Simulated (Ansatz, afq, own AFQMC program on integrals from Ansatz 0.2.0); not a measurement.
Two steps: Ansatz 0.2.0 writes the Fock matrix and Cholesky factors of the valence space, and afq projects on them the lowest state that overlaps trial and start.

```yaml
crystal:
  periodic: [false, false, false]
  atoms:
    - {symbol: B, position_ang: [0.000000, 0.005813, 0.059598]}
    - {symbol: H, position_ang: [0.000000, 0.643811, -0.877906]}
    - {symbol: H, position_ang: [0.000000, 0.005813, 1.233812]}
    - {symbol: H, position_ang: [0.000000, -0.711971, -0.995148]}
basis:
  gaussian: {orbitals: cc-pVDZ}
total_charge: 1
magnetization: {spin_polarized: true, initial_magnetization: 1}
correlation: {method: ccsd_t, electrons: outside_noble_gas, hamiltonian_folder: ham}
```

```sh
$ ansatz run in.yaml --threads 1 --pin off --events-out ev --progress --plain --max-ram 1382MiB
```

Options of the walk:

```
--method phaseless --trial cisd --walkers 80 --populations 1 --least-time 40 --time-step 0.005 --steps-per-block 50 --equilibration-blocks 28 --max-blocks 300 --target-error 0.00027 --factor-cut 1e-05 --start spin_pure --seed 8245 --release-times 0.24,0.5,1,1.5 --release-step 0.02 --release-every 4 --taylor-order 6
```

Times are imaginary, in 1/Eh. The walk had a cap of 532 s.

afq prints:

```
orbitals 28  electrons 3 2  factors 212 of 261
reference energy -25.97236334 Eh
CCSD correlation -0.08815632 Eh in 10 cycles, weight of the determinant in the CISD state 0.9535
energy of the start -26.060463 Eh
 block  time / (1/Eh)  mean weight  energy / Eh
     1     0.250  1.0005  -26.060303
     2     0.500  0.9992  -26.060452
     3     0.750  1.0003  -26.060978
     4     1.000  1.0006  -26.061063
     5     1.250  1.0013  -26.061015
     8     2.000  1.0016  -26.061810
    13     3.250  0.9981  -26.062622
    25     6.250  1.0008  -26.061382
    37     9.250  0.9985  -26.062699
    49    12.250  1.0005  -26.062046
    61    15.250  1.0004  -26.061868
    73    18.250  0.9992  -26.061442
    85    21.250  0.9998  -26.061856
    97    24.250  0.9992  -26.062006
   109    27.250  0.9988  -26.061894
   117    29.250  0.9998  -26.060914
   121    30.250  0.9998  -26.062751
   133    33.250  0.9984  -26.061494
   145    36.250  1.0002  -26.061923
   157    39.250  0.9995  -26.063001
   169    42.250  0.9993  -26.062201
   181    45.250  1.0026  -26.066168
   185    46.250  1.0006  -26.061938
blocks merged  error / Eh  count
     1  0.000052  160
     2  0.000064  80
     4  0.000081  40
     8  0.000094  20
    16  0.000122  10
released: time / (1/Eh)  energy / Eh  error  mean overlap
  0.24  -26.062154  0.000103  0.9913
  0.50  -26.062056  0.000083  0.9908
  1.00  -26.062097  0.000057  0.9894
  1.50  -26.062080  0.000060  0.9792
energy -26.062040 +/- 0.000094 Eh
(rows thinned)
```

The run passed its tests (sampling time, drift between the halves within three errors, error under three times the target), which doesn't prove that it has relaxed.

Against this walk (error 2.6 meV) on the same determinant: CCSD(T) 9.6 meV higher, CCSDT(Q) 0.8 meV lower (within the noise), full CI 0.9 meV lower (within the noise). The error is statistical and leaves out the bias of the constraint. Released to 1.50 1/Eh the energy moves by -1 ± 3 meV (both errors), within twice the noise.

Cautions: constraint bias not in the error.

The walk took 3.6 min on 1 thread of Arm Neoverse N1, with other jobs on the host. The log's last line is the phaseless energy.

CCSDT and higher add their correlation energy to the determinant of the CCSD(T) run, since their own runs factorise the integrals more tightly (a shift of under 2 meV). A walk keeps the symmetry of its determinant, which the program's search chose and which needn't be the lowest solution, so a lower state of the same spin and another symmetry isn't excluded.
